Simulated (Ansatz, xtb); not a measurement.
**C4H9ClO: which of two isomers lies lower**

Structure a is `COC[C@@H](C)Cl`, a singlet and structure b is `CO[C@@H](C)CCl`, a singlet. Both are isolated molecules in the gas phase, relaxed with r2SCAN-D4/def2-SVP; each stands in its lowest conformer found.

Problem. Which of the two would you expect CCSD(T)/def2-SVP + ΔMP2/def2-TZVPP electronic energies to favour?

Solution. CCSD(T)/def2-SVP + ΔMP2/def2-TZVPP gives E(b) − E(a) = +2.71 kJ/mol, slightly favouring structure a, which is too small a margin to settle the true order.

Level by level:

```tsv
level	geometry	E(b) − E(a) (kJ/mol)	departure from the last row (kJ/mol)	job, with rough time for the two
GFN2-xTB	GFN2-xTB	+4.55	+1.84	optimisation, 0.41 s
HF/STO-3G	GFN2-xTB	+5.12	+2.42	single point, 1.3 s
r2SCAN-D4/def2-SVP//GFN2-xTB	GFN2-xTB	+4.69	+1.99	single point, 6.7 s
r2SCAN-D4/def2-SVP	r2SCAN-D4/def2-SVP	+4.41	+1.70	optimisation, 56 s
HF/def2-SVP	r2SCAN-D4/def2-SVP	+6.18	+3.48	part of the CCSD(T) run
MP2/def2-SVP	r2SCAN-D4/def2-SVP	+5.01	+2.30	part of the CCSD(T) run
CCSD(T)/def2-SVP	r2SCAN-D4/def2-SVP	+4.48	+1.78	single point
CCSD(T)/def2-SVP + ΔMP2/def2-TZVPP	r2SCAN-D4/def2-SVP	+2.71		single point, 2 min
```

As drawn, both hold the same kinds of bond in the same numbers.

The largest departure from CCSD(T)/def2-SVP + ΔMP2/def2-TZVPP is that of HF/def2-SVP, 3.48 kJ/mol. The last row adds to CCSD(T) the change of the MP2 difference between the two basis sets, here −1.78 kJ/mol.

With thermal terms from frequencies at re-optimised GFN2-xTB minima (ideal gas, soft modes damped towards free rotors, one conformer each, 298.15 K, 1 atm): on the last row, ΔE + ΔZPE = +2.53, ΔH = +2.55, ΔG = +2.38 kJ/mol.

The correlated steps freeze 10 core orbitals. Codes used: Ansatz 0.2.0, xtb 6.7.1; the last row on 2 threads of Intel(R) Xeon(R) Processor @ 2.70GHz on a shared host.
